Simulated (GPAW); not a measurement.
**BFH4Si (SMILES B[SiH2]F) at PBE/dzp (scalar-relativistic datasets)**

We compute energy and one-electron properties of BFH4Si. The job is set up through an ASE script.

Program for the calculation: GPAW 26.7.0.

### Step 1. Starting point

BFH4Si has 7 atoms, charge 0, and is taken as a singlet. As SMILES, `B[SiH2]F`. Geometry: a GFN2-xTB relaxation, a rough one for these elements and not checked as a minimum.

Bond lengths: B1–Si2 1.949 Å, Si2–F3 1.626 Å, B1–H4 1.169 Å, B1–H5 1.169 Å, Si2–H6 1.467 Å, Si2–H7 1.467 Å. Angles: B1–Si2–F3 110.8°, B1–Si2–H6 117.0°, B1–Si2–H7 116.8°, F3–Si2–H6 101.3°, F3–Si2–H7 101.4°, Si2–B1–H4 122.3°, Si2–B1–H5 120.9°, H6–Si2–H7 107.3°, H4–B1–H5 116.7°.

### Step 2. Energy and one-electron properties at PBE/dzp (scalar-relativistic datasets)

Contents of bfh4si_sp.py:

```python
import numpy as np
from ase import Atoms
from ase.units import Debye
from gpaw import GPAW

atoms = Atoms("BSiFHHHH",
    positions=[[ -0.956040,   0.284130,  -0.688970],
               [  0.602700,  -0.087520,   0.420880],
               [  0.727650,  -1.679500,   0.725870],
               [ -1.670800,  -0.560960,  -1.066490],
               [ -1.221540,   1.378120,  -1.005040],
               [  0.601020,   0.467240,   1.779240],
               [  1.917010,   0.198490,  -0.165490]])
atoms.center(vacuum=4.5)

calculator = GPAW(mode="lcao", basis="dzp", maxiter=150, h=0.18, xc="PBE", txt="-")
atoms.calc = calculator

energy = atoms.get_potential_energy()
print(f"Energy: {energy:.5f} eV")
forces = atoms.get_forces()
print("Forces (eV/Ang)")
for symbol, f in zip(atoms.symbols, forces):
    print(f'{symbol:2} {f[0]:9.4f} {f[1]:9.4f} {f[2]:9.4f}')
dipole = atoms.get_dipole_moment() / Debye
print(f"Dipole: {np.linalg.norm(dipole):.3f} D")
homo, lumo = calculator.get_homo_lumo()
print(f"HOMO = {homo:.3f} eV")
print(f"LUMO                    {lumo:.3f} eV")
print(f"Gap: {lumo - homo:.3f} eV")
```

Launch:

```console
python3 -u bfh4si_sp.py | tee bfh4si_sp.out
```

What values should one expect? Wanted: energy as printed; dipole moment; HOMO energy; LUMO energy; HOMO–LUMO gap; largest force on an atom.

**Answer.** As computed:

Level: PBE/dzp (scalar-relativistic datasets).

| quantity | value |
| --- | --- |
| energy as printed (from the program's reference atoms) | -28.1018 eV |
| dipole moment | 1.80 D |
| HOMO energy | -7.32 eV |
| LUMO energy | -3.80 eV |
| HOMO–LUMO gap | 3.52 eV |
| largest force on an atom | 1.453 eV/Å |

What this shows: The largest force is 1.45 eV/Å: the shape isn't a stationary point for this species at this level.
